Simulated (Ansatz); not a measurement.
Diamond-structure Si was calculated with PBE0-D3(BJ) in Ansatz (plane waves, PAW).

Run with plane-wave cutoff 460 eV, 8×8×8 k mesh, Fermi–Dirac smearing 0.01 eV, scalar-relativistic PAW data made under PBE.

Computed at the level's own relaxed cell.

Task: Estimate the pressure derivative B′ of the bulk modulus, bulk modulus B0, lattice parameter a and band gap that the calculation returns.

Result: 
pressure derivative B′ of the bulk modulus: 4.5
bulk modulus B0: 103 GPa
lattice parameter a: 5.389 Å
band gap: 1.73 eV (indirect)

Measured, for comparison: bulk modulus 101 GPa (0 K value with zero-point phonon effects removed; as tabulated in Sun et al. (2011), doi:10.1103/physrevb.84.035117); lattice constant a 5.421 Å (static lattice: zero-point anharmonic expansion removed; as tabulated in Mejia-Rodriguez and Trickey (2018), arXiv:1807.09216). Computed (rounded) less measured: bulk modulus +2 %, lattice constant a -0.6 %.

The computed numbers hold no vibrational or temperature effects.

Cost on a shared machine: around 7 core-minutes (rough).

Ansatz is a first-principles code.
